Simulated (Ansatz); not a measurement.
# C2H2FNO: up Jacob's ladder to CCSD(T)

One table from this session's results is given with a row withheld; the runs are named, their logs left out.

The runs use Ansatz 0.2.0, Gaussian basis; functionals in def2-TZVPP, the program's frozen cores in correlated methods.

Plan: LDA (SPW92), PBE-D4, revPBE-D4, BLYP-D4, r2SCAN-D4, B97M-V, PBE0-D4, B3LYP-D4, r2SCANh-D4, r2SCAN0-D4, HSE06-D4, BHLYP-D4, CAM-B3LYP-D4, LC-ωPBE, ωB97X-V, ωB97M-V, B2PLYP, PBE-QIDH; CCSD(T)/def2-SVP; CCSD(T)/def2-TZVPP; MP2/def2-QZVPP; extrapolation to the limit; RPA on PBE.

## The geometry

An earlier PBE0-D4 in a triple-zeta def2 set relaxation fixed the geometry.

SMILES `FC1=NCO1`, 7 atoms, charge 0, spin multiplicity 1.

Atoms are counted from 1 here; the program's logs count them from 0.

Bond lengths: F1–C2 1.291 Å, C2–N3 1.270 Å, C2–O5 1.336 Å, N3–C4 1.465 Å, C4–O5 1.481 Å, C4–H6 1.089 Å, C4–H7 1.089 Å. Angles: F1–C2–N3 132.4°, F1–C2–O5 120.4°, N3–C2–O5 107.2°, C2–N3–C4 82.4°, N3–C4–O5 90.8°, N3–C4–H6 114.9°, N3–C4–H7 114.9°, O5–C4–H6 110.1°, O5–C4–H7 110.1°, H6–C4–H7 113.7°, C2–O5–C4 79.6°.

Set-up of the first run:

Input file in.yaml:

```yaml
crystal:
  periodic: [false, false, false]
  atoms:
    - {symbol: F, position_ang: [-1.048516, -1.965566, 0.441606]}
    - {symbol: C, position_ang: [-0.514672, -0.825603, 0.153584]}
    - {symbol: N, position_ang: [-0.970220, 0.214189, -0.416460]}
    - {symbol: C, position_ang: [0.388609, 0.705660, -0.172684]}
    - {symbol: O, position_ang: [0.759361, -0.577432, 0.468200]}
    - {symbol: H, position_ang: [0.459786, 1.518107, 0.548555]}
    - {symbol: H, position_ang: [0.986951, 0.862646, -1.068600]}
basis:
  gaussian: {orbitals: def2-TZVPP}
hamiltonian: {xc: lda}
output: {orbitals: {seedname: orbitals}}
```

On the command line:

```console
$ ansatz run in.yaml --threads 2 --pin off --events-out ev --progress --plain --max-ram 4352MiB
```

Among the steps run: LDA; PBE-D4 (GGA); revPBE-D4 (GGA); BLYP-D4 (GGA); r2SCAN-D4 (meta-GGA); B97M-V (meta-GGA); B3LYP-D4 (hybrid); r2SCANh-D4 (hybrid); r2SCAN0-D4 (hybrid); HSE06-D4 (hybrid); BHLYP-D4 (hybrid); CAM-B3LYP-D4 (range-separated); LC-ωPBE (range-separated); ωB97X-V (range-separated); ωB97M-V (range-separated); B2PLYP (double hybrid); PBE-QIDH (double hybrid).

One of the session's tables, all rows but one given; the rest of the session is left out.

It belongs to the step «Frontier levels by functional». 

```
  functional  HOMO (eV)  LUMO (eV)  gap (eV)
 LDA (SPW92)      -7.19      -0.76      6.43
      PBE-D4      -6.96      -0.48      6.48
   revPBE-D4          ?          ?         ?
     BLYP-D4      -6.84      -0.42      6.43
   r2SCAN-D4      -7.25      -0.21      7.03
      B97M-V      -7.29      -0.06      7.22
     PBE0-D4      -8.41       0.64      9.04
    B3LYP-D4      -8.17       0.31      8.48
  r2SCANh-D4      -7.79       0.19      7.99
  r2SCAN0-D4      -8.61       0.81      9.41
    HSE06-D4      -8.00       0.25      8.25
    BHLYP-D4      -9.74       1.82     11.56
CAM-B3LYP-D4      -9.86       1.80     11.65
     LC-ωPBE     -11.24       3.10     14.33
     ωB97X-V     -10.83       3.05     13.88
     ωB97M-V     -10.74       2.94     13.68
```

Estimate the missing values for revPBE-D4.

As computed: HOMO (eV): -6.87; LUMO (eV): -0.37; gap (eV): 6.50. In the column «HOMO (eV)» it lies between PBE-D4 (-6.96) and BLYP-D4 (-6.84).
